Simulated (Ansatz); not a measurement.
Zinc-blende HgS (metastable phase), treated with PBEsol (PAW; Ansatz, a first-principles code).

Numerical settings: plane-wave cutoff 500 eV, 12×12×12 k mesh, Fermi–Dirac smearing 0.05 eV, scalar-relativistic PAW data made under PBE.

Computed at the level's own relaxed cell.

### Question
What does this level give for the volume per atom and lattice parameter a?

### Answer

- volume per atom: 25.38 Å³/atom
- lattice parameter a: 5.877 Å

The run finds no gap.

Measured, for comparison: equilibrium volume per atom 24.91 Å³/atom, lattice constant a 5.841 Å (295 K, not corrected to a static lattice; as tabulated in Cardona et al. (2009), arXiv:0908.2634). Computed (rounded) less measured: equilibrium volume per atom +1.9 %, lattice constant a +0.6 %.

Spin–orbit coupling is not included; it can shift volumes and moduli of such heavy elements.

Static lattice: no zero-point or thermal effects.

It cost very roughly 30 core-seconds of CPU time.
